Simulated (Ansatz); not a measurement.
For zinc-blende GaSb, PBEsol+SOC (plane waves, PAW; Ansatz, a program for electronic structure) gives:

equilibrium lattice constant a: 6.113 Å
bulk modulus: 51.0 GPa
band gap at the measured cell: 0.00 eV

### Question
What does r²SCAN+SOC (PAW; Ansatz) give for the same quantities?

### Answer

- lattice constant a: 6.133 Å (goes up by 0.3 %)
- bulk modulus: 52.6 GPa (goes up by 3.1 %)
- band gap at the measured cell: 0.33 eV (increases by 0.33 eV)

For comparison: lattice constant a 6.096 Å (measured, 300 K, not corrected to a static lattice; as tabulated in Vurgaftman et al. (2001), doi:10.1063/1.1368156); bulk modulus 57 GPa (measured, temperature not stated, no zero-point or thermal correction; as tabulated in Toher et al. (2017), arXiv:1611.05714); band gap 0.84 eV (measured, zero-point shift of 0.03 eV (the table's estimate, ZP (est)) added back, E0, Γ; as tabulated in arXiv:2302.06325).

Changes are worked out from the printed values.

Unless a cell is named, each level is at its own relaxed cell (PBEsol+SOC 28.55, r²SCAN+SOC 28.83 Å³/atom).

A gap of zero means that the bands touch or overlap. Density-functional gaps are differences of (generalised) Kohn–Sham levels.

Ansatz's density-functional and Hartree–Fock values are scalar-relativistic unless marked +SOC, with PAW data made under PBE.
